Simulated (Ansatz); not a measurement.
**AlH3+ (doublet): the correlation ladder, cc-pVTZ**

An exercise on one series of results from a longer session: the logs are not shown, and one member is left open.

Computed with Ansatz 0.2.0, Gaussian basis. Level: cc-pVTZ, core rule «outside noble gas», up to 5 orbitals frozen.

To be run: UHF; CCSD(T) on ROHF; CCSD(T) on UHF; BCCD(T) on ROHF; CCSDT(Q) on ROHF; CCSDT(Q) on UHF.

28 further runs of the same task are left out: 6 for a known fault of the program, 8 that didn't finish, 14 set aside as unsound or not needed.

### The geometry

The geometry is a PBE0/def2-TZVP stationary point (not a proven minimum) of the parent state, kept for this charge and spin.

4 atoms, charge 1, spin multiplicity 2.

Atoms are counted from 1 here; the program's logs count them from 0.

Bond lengths: Al1–H2 1.590 Å, Al1–H3 1.843 Å, Al1–H4 1.843 Å, H3–H4 0.841 Å. Angles: H2–Al1–H3 101.8°, H2–Al1–H4 101.8°, H3–Al1–H4 26.4°, Al1–H3–H4 76.8°, Al1–H4–H3 76.8°.

The first run:

The input, in.yaml:

```yaml
crystal:
  periodic: [false, false, false]
  atoms:
    - {symbol: Al, position_ang: [0.000000, 0.074413, -0.095633]}
    - {symbol: H, position_ang: [0.000000, -1.372409, -0.753982]}
    - {symbol: H, position_ang: [0.420650, -0.309773, 1.656991]}
    - {symbol: H, position_ang: [-0.420650, -0.309773, 1.656991]}
basis:
  gaussian: {orbitals: cc-pVTZ}
total_charge: 1
magnetization: {spin_polarized: true, initial_magnetization: 1}
hamiltonian: {xc: hf}
output: {orbitals: {seedname: orbitals}}
```

Launch:

```
> ansatz run in.yaml --threads 1 --pin off --events-out ev --progress --plain --max-ram 2393MiB
```

Steps of the session up to this table: UHF; CCSD(T) on ROHF; CCSD(T) on UHF; BCCD(T) on ROHF; CCSDT(Q) on ROHF; CCSDT(Q) on UHF.

One of the session's tables, all rows but one given; the rest of the session is left out.

```
   method  from UCCSDT(Q) (meV)
     ROHF               +2538.7
      UHF               +2498.8
     RMP2                +588.0
     UMP2                +575.7
    RCCSD                 +46.1
    UCCSD                     ?
 RCCSD(T)                 +12.3
 UCCSD(T)                 +10.5
  BCCD(T)                 +11.8
   RCCSDT                  +1.8
   UCCSDT                  +0.4
RCCSDT(Q)                  +1.4
UCCSDT(Q)                     0
```

Q: Estimate the row for UCCSD from the others.

**Answer.** from UCCSDT(Q) (meV): +42.7. In the column «from UCCSDT(Q) (meV)» it lies between RCCSD(T) (+12.3) and RCCSD (+46.1).

Limits of these values: Restricted and unrestricted rows rest on different reference determinants; where their highest levels disagree by more than a few hundredths of an eV, they describe different states and don't form one ladder.
